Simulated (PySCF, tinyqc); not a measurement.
Inside a calculation. Method: CCSD on RHF in the sto-3g basis, frozen core, for BH, spin multiplicity 1. The lowest restricted solution is unstable here: a spin-polarised one lies 0.0131 hartree lower (PySCF). One step of it, computed by the program tinyqc.

Problem. CCSD: starting amplitudes. t_ij^ab = <ij||ab> / (e_i + e_j - e_a - e_b), whose energy is MP2.

orbital energies (hartree): MO1 -7.334929, MO2 -0.607041, MO3 -0.244388, MO4 0.270036, MO5 0.270036, MO6 0.810274

Two-electron integrals over orbitals (pq|rs), unique and non-zero (hartree); the lowest 1 orbital is frozen and left out:
```
(22|22) 0.610235    (32|22) -0.074427   (32|32) 0.055227    (33|22) 0.413472
(33|32) 0.046850    (33|33) 0.582193    (42|42) 0.058382    (43|42) 0.042154
(43|43) 0.065753    (44|22) 0.465521    (44|32) 0.037378    (44|33) 0.511955
(44|44) 0.586773    (52|52) 0.058382    (53|52) 0.042154    (53|53) 0.065753
(54|54) 0.031630    (55|22) 0.465521    (55|32) 0.037378    (55|33) 0.511955
(55|44) 0.523513    (55|55) 0.586773    (62|22) 0.013855    (62|32) -0.050975
(62|33) -0.039988   (62|44) -0.088873   (62|55) -0.088873   (62|62) 0.122680
(63|22) -0.057035   (63|32) 0.046362    (63|33) 0.077811    (63|44) 0.033129
(63|55) 0.033129    (63|62) -0.050133   (63|63) 0.068438    (64|42) -0.037759
(64|43) -0.016309   (64|64) 0.034182    (65|52) -0.037759   (65|53) -0.016309
(65|65) 0.034182    (66|22) 0.596588    (66|32) -0.061618   (66|33) 0.458817
(66|44) 0.483301    (66|55) 0.483301    (66|62) 0.022920    (66|63) -0.041986
(66|66) 0.626170
```

Give: Starting amplitudes; correlation energy.

Solution.

Starting amplitudes (spin orbitals 1a, 1b, ...; amplitudes related by a flip of all spins are not repeated):
```
from      to        t
3a 3b  5a 5b  -0.0639
3a 3b  4a 4b  -0.0639
2a 2b  6a 6b  -0.0433
2a 2b  5a 5b  -0.0333
2a 2b  4a 4b  -0.0333
3a 3b  6a 6b  -0.0324
2a 3b  5a 5b  -0.0303
2a 3b  4a 4b  -0.0303
2a 3b  6a 6b   0.0203
```

correlation energy = -0.026962 hartree
